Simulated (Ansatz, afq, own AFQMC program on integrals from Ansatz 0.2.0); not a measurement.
# B$_{2}$H, doublet in 6-31G, levels against full CI

```xyz
3

B     0.0000    0.0000   -0.4209
B     0.0000    0.0000    2.0191
H     0.0000    0.0000   -1.5983
```

Connectivity, by distances: BH ··· B.

Basis 6-31G. Only valence electrons are correlated. AFQMC by an in-house program on the Cholesky factors that Ansatz 0.2.0 writes for its CCSD(T) run. The CISD trial takes its coefficients from CCSD amplitudes. Released means that phaseless walkers are propagated on without the constraint, phases kept. ± is one standard error of the sampling.

Determinant: UHF, the one that the program's search chose, which needn't be the lowest solution. The geometry is a point of a scan.

Full CI on the same integrals is exact in this basis and with this determinant's frozen core.

Cautions: an unrestricted solution with more broken spin lies lower (25 meV, ⟨S²⟩ 1.23); strong correlation (T1 0.097, weight of the determinant 0.74, largest double 0.17); unrestricted determinant spin contaminated (⟨S²⟩ 1.06 against 0.75); the released energies move by 1.5 errors or more from one time to the next, so no released level is given (meV from the phaseless value at times in 1/Eh: -9 ± 4 at 0.24, -18 ± 6 at 0.51, -27 ± 5 at 0.99, -25 ± 7 at 1.62, -44 ± 7 at 2.40).

- T1 diagnostic: 0.0971
- weight of the determinant in the CISD state: 0.743
- ⟨S²⟩ of the determinant: 1.061
- size of the correlated space: 7 electrons in 18 orbitals

Reference: full CI, correlation energy -3.269 eV. The cautions show a poor starting determinant, so the rows tell how each method copes with it here, and full CI is the sure value.

| level | E − E(reference) (kcal/mol) | share of correlation (%) |
| --- | --- | --- |
| HF | 75.38 | 0.00 |
| MP2 | 35.28 | 53.19 |
| CCSD | 4.86 | 93.56 |
| CCSD(T) | 2.38 | 96.84 |
| CCSDT | 0.26 | 99.66 |
| CCSDT(Q) | -0.05 | 100.06 |
| CCSDTQ | 0.01 | 99.99 |
| ph-AFQMC/CISD | 1.65 ± 0.10 | 97.81 |

CCSDT and higher add their correlation energy to the determinant of the CCSD(T) run, since their own runs factorise the integrals more tightly (a shift of under 2 meV). A walk keeps the symmetry of its determinant, which the program's search chose and which needn't be the lowest solution, so a lower state of the same spin and another symmetry isn't excluded.
